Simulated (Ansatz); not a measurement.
ZnS⁺, doublet: reading a ladder of total energies

Geometry: that of the ZnS, triplet, kept fixed.

```yaml
atoms:
  - { symbol: Zn, position_ang: [0.0000, 0.0000, 0.0000] }
  - { symbol: S, position_ang: [0.0000, 0.0000, 2.2554] }
```

Basis def2-TZVPP; Ansatz 0.2.0. Only valence electrons are correlated (noble-gas cores frozen), which leaves 17 electrons in 92 orbitals. R marks a restricted (for open shells ROHF) determinant, U an unrestricted one. No spin–orbit coupling is included, and no scalar relativity. The metal's outer-core shells are frozen, which leaves out core–valence correlation.

Full CI isn't at hand for all of this; UCCSDT(Q) serves as the reference, and is uncertain by about the last step of the cluster series.

Runs differ by some tens of microhartree through their thresholds and, for an open shell, their frozen cores, so steps under 0.03 kcal/mol mean nothing.

| level | total energy (hartree) |
| --- | --- |
| UHF | -2175.051326 |
| UMP2 | -2175.653855 |
| UCCSD | -2175.633065 |
| UCCSD(T) | -2175.653306 |
| UCCSDT | -2175.653764 |
| UCCSDT(Q) | -2175.654441 |

**Question.** What is the correlation energy at UCCSDT(Q), and what share of it do UMP2 and UCCSD recover?

**Answer.** E(corr) = -2175.654441 − (-2175.051326) = -0.603115 hartree = -16.412 eV. UMP2: -0.602529 / -0.603115 = 99.90 %. UCCSD: -0.581739 / -0.603115 = 96.46 %.

**Question.** By how many kcal/mol does UCCSD(T) miss UCCSDT(Q) (1 hartree = 627.509 kcal/mol), and which steps make up the rest?

**Answer.** -2175.653306 − (-2175.654441) = 0.001135 hartree = 0.71 kcal/mol. Steps: UCCSDT − UCCSD(T) = -0.29, UCCSDT(Q) − UCCSDT = -0.42 kcal/mol. That is within 1 kcal/mol of the reference in this basis, which itself misses far more of the correlation at the basis-set limit.
